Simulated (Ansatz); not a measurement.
`C=C(O)C(=C)F` → `C#COC(C)F`  (isomerisation)

Isolated molecules relaxed with PBE0-D4/def2-TZVP in Ansatz; ΔE leaves out vibrations. CBS: MP2 limit from def2 TZ/QZ plus the TZ coupled-cluster correction, frozen cores. Functionals use def2-TZVPP. B3LYP here is the variant with VWN-RPA as its local correlation; programs differ in this. Each species was taken in one conformer, which may not be the lowest.

| level | ΔE (eV) |
| --- | --- |
| r2SCAN-D4 | 1.44 |
| PBE0-D4 | 1.41 |
| B3LYP-D4 | 1.39 |
| ωB97X-V | 1.28 |
| B2PLYP | 1.29 |
| r2SCAN | 1.44 |
| HF/def2-TZVPP | 1.18 |
| SCS-MP2/def2-QZVPP | 1.21 |

(1) What does CCSD(T)/CBS give? (Estimate.)

Largest T1 diagnostic among the species: 0.012.

Results:

(1) The calculation gave: +1.32 eV. The listed levels differ from it by 0.12, 0.09, 0.07, -0.04, -0.03, 0.12, -0.14, -0.11 eV.

In def2-TZVPP, CCSD(T) changes the Hartree–Fock value by +0.12 eV (the triples alone add +0.03 eV) and MP2 by +0.04 eV.
